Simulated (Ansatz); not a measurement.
Cartesian coordinates in Å:
```
C 0.1309 0.4560 2.2168
C 0.4602 0.8557 0.9967
C -0.4580 0.8957 -0.1787
C 0.0138 0.0148 -1.3363
C 0.0036 -1.4666 -1.0030
H 0.8499 0.4508 3.0279
H -0.8761 0.1224 2.4490
H 1.4842 1.1775 0.8078
H -0.5343 1.9304 -0.5345
H -1.4641 0.5925 0.1310
H -0.6256 0.2028 -2.2046
H 1.0244 0.3215 -1.6299
H -1.0054 -1.8021 -0.7457
H 0.6480 -1.6850 -0.1483
H 0.3485 -2.0666 -1.8482
```

The species carries charge 0 and has multiplicity 1.

Task: List the ωB97M-V/def2-TZVPP orbital energies in eV (Ansatz 0.2.0). (Estimate.)

Result: The calculation gave: Occupied: -281.44, -281.33, -281.30, -281.10, -280.94, -25.41, -23.76, -21.72, -19.27, -18.05, -15.54, -15.33, -14.91, -13.79, -13.27, -12.25, -12.16, -11.68, -11.43, -9.62. Lowest empty: 2.38, 2.93, 3.45, 3.82, 3.90, 4.59, 4.70, 4.81.
